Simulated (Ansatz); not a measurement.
**Isomers**

Structures of CH6Al2, closed shell, relaxed at PBE0-D4/def2-TZVP (vibrations not checked; lower isomers may exist, and structures with a doubtful reference or unclear bonds are left out). Computed with Ansatz 0.2.0 (basis: def2-TZVPP); correlated methods freeze the cores. B3LYP uses VWN-RPA correlation.

(1) Rank them by CCSD(T) energy, lowest first, and give each one's height above the lowest. Links in brackets join atoms within 1.22 times the sum of their covalent radii (1.1 for two metals). (To be estimated.)
A.
a complex of CH₄Al₂ ([CH2]1[AlH][AlH]1) + H₂
```
9
angstrom
C -0.4940 0.3552 -0.2189
Al 0.5518 -0.7225 -1.4723
Al -0.1879 -1.3205 0.7736
H 0.3900 0.9027 0.1927
H -1.3228 1.0593 -0.2934
H 1.0956 -0.6498 2.6193
H 0.9125 -0.6575 -3.0235
H 1.5886 -0.6759 2.0424
H -0.8786 -2.1025 1.9733
```
B.
CH₆Al₂ ([CH3][AlH][AlH2])
```
9
angstrom
C -0.5563 1.5384 -0.6853
Al 0.2232 -0.2613 -0.6961
Al 0.5312 -1.7335 1.4182
H 0.1391 2.2528 -1.1399
H -1.4597 1.5541 -1.3060
H -0.8239 1.9100 0.3056
H 0.6799 -0.8196 -2.1250
H 1.8602 -1.6922 2.3040
H -0.5937 -2.7487 1.9247
```
C.
CH₆Al₂ ([AlH2][CH2][AlH2])
```
9
angstrom
Al -0.7918 0.8977 -1.1884
C 0.6688 0.0684 -0.2252
Al 0.2579 -0.9521 1.3681
H -1.5437 0.0980 -2.3369
H -1.2615 2.3677 -0.8109
H 1.1688 -0.6140 -0.9243
H 1.3538 0.8716 0.0748
H -0.0683 -2.5031 1.2580
H 0.2159 -0.2340 2.7846
```
D.
a complex of CH₄Al₂ ([H]1[AlH]2[CH][AlH]12) + H₂
```
9
angstrom
Al -0.7105 0.7679 -1.4732
C 0.0812 -0.7032 -0.7093
Al -0.2153 0.1277 0.9015
H -1.2511 1.6780 -2.6420
H -0.9657 1.5122 0.1010
H 0.5180 -1.6297 -1.0556
H 1.3435 -2.5648 2.3185
H 1.2510 -2.5061 1.5789
H -0.1980 0.3227 2.4653
```

(2) Do PBE-D4, r2SCAN-D4, PBE0-D4, B3LYP-D4, wB97M-V, HF, MP2 give the same order? (Judge from chemistry; the calculation decides.)

The T1 diagnostic stays at or below 0.014.

For scale, one of the runs: CCSD(T)/def2-TZVPP, 199 basis functions, launched by `ansatz run in.yaml --threads 2 --pin off --events-out ev --progress --plain --max-ram 4352MiB`. The run took 36 s on 2 CPU threads of an Arm Neoverse V2 (shared host), with 2.1 GiB of host memory at its peak.

Answers

(1) By the calculation: C (0.000 eV), B (0.257 eV), D (1.625 eV), A (2.142 eV). Heights count from the lowest.

(2) Computed: All do.
